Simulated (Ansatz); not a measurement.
Cubic perovskite SrTiO₃ (cubic form, which distorts at low temperature), treated with PBE0 (Ansatz, a program for electronic structure, plane waves, PAW).

Run with plane-wave cutoff 500 eV, 6×6×6 k mesh, gaussian smearing 0.02 eV, no spin polarisation, scalar-relativistic PAW data made under PBE.

The cell is the one relaxed with r²SCAN: a = 3.907 Å, b = 3.907 Å, c = 3.907 Å, α = 90.00°, β = 90.00°, γ = 90.00°.

Task: Give the computed band gap.

Result: 
band gap: 4.08 eV (on the SCF k mesh)

Measured, for comparison: band gap 3.59 eV (zero-point renormalisation of 336 meV (experimental, the table's column) added back here, indirect; inputs from Miglio et al. (2020), arXiv:2011.12765).

Note: cell and atoms aren't relaxed at this level (pressure -1.9 GPa).

Spin–orbit coupling is not included.

Computed values are for the static lattice.

Cost on a shared machine: very roughly 2.9 core-minutes.
